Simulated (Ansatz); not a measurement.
**How far each method lies from full CI for NH, quintet**

Geometry: that of the NH, triplet, kept fixed. The triplet lies 8.4 eV lower here.

```xyz
2

N     0.0000    0.0000    0.0000
H     0.0000    0.0000    1.0397
```

Basis aug-cc-pVDZ; Ansatz 0.2.0. Correlated methods freeze the noble-gas cores, which leaves 6 electrons in 31 orbitals. Prefix R: restricted or restricted open-shell reference; prefix U: unrestricted. Active spaces: valence = (6e, 5o) chosen from the atoms' valence shells.

Full CI is exact within this basis and frozen core; it isn't the basis-set limit. The frozen core follows each run's orbitals, which can shift R against U totals by a few meV.

For open shells CISD is restricted-active-space CI with the open shells as a complete middle space.

```
UHF ⟨S²⟩                          : 6.004
T1 diagnostic (RCCSD)             : 0.0240
largest doubles amplitude (RCCSD) : 0.033
T1 diagnostic (UCCSD)             : 0.0216
```

```
   level  E − E(RHF) (eV)
     UHF          -0.0771
    RMP2          -2.2122
    UMP2          -2.2192
   RCCSD          -2.7177
   UCCSD          -2.7199
RCCSD(T)          -2.7705
UCCSD(T)          -2.7721
```

Q: Estimate how far full CI in aug-cc-pVDZ lies from RCCSD(T). The table doesn't fix it; the size of (T) and the diagnostics are the guide.

A: Full CI in aug-cc-pVDZ lies 1.2 kJ/mol below RCCSD(T), which is 23 % of the (T) step (-5.1 kJ/mol). The diagnostics are small and one determinant leads, so the series closes fast and only a small part of (T) is left.

The other levels:

```csv
level,E − E(full CI) (kJ/mol),share of correlation (%),wall time
CISD,6.9,97.44,0.81 s
BCCD(T),1.1,99.59,0.54 s
RCCSDT,0.1,99.98,–
UCCSDT,-0.1,100.04,–
RCCSDT(Q),-0.1,100.02,2.5 s
UCCSDT(Q),-0.2,100.08,2.4 s
CASSCF (valence space),268.5,0.00,–
NEVPT2 (valence space),64.7,75.89,0.21 s
NEVPT4(SD) (valence space),7.7,97.14,0.42 s
MRCISD (valence space),12.5,95.33,–
MRCISD+Q (valence space),2.1,99.23,0.45 s
```

The correlation energy at full CI, counted from RHF, is -2.783 eV. That run took 75 s on 1 thread of Arm Neoverse V2, shared host over 1,322,328 determinants.

Times hold each run's SCF and search for its determinant on a shared host, so for small cases they say little of a method's own cost; they ran on 1 thread of Arm Neoverse V2.

The full-CI state has the irrep A2 of C2v, in the program's axes (one component, if the state is degenerate).

Natural occupations of full CI about the gap: 1.962 0.998 0.994 0.994 0.990 0.016 0.007 0.006 0.006 0.005; effectively unpaired electrons, Σ n²(2−n)², 4.01.
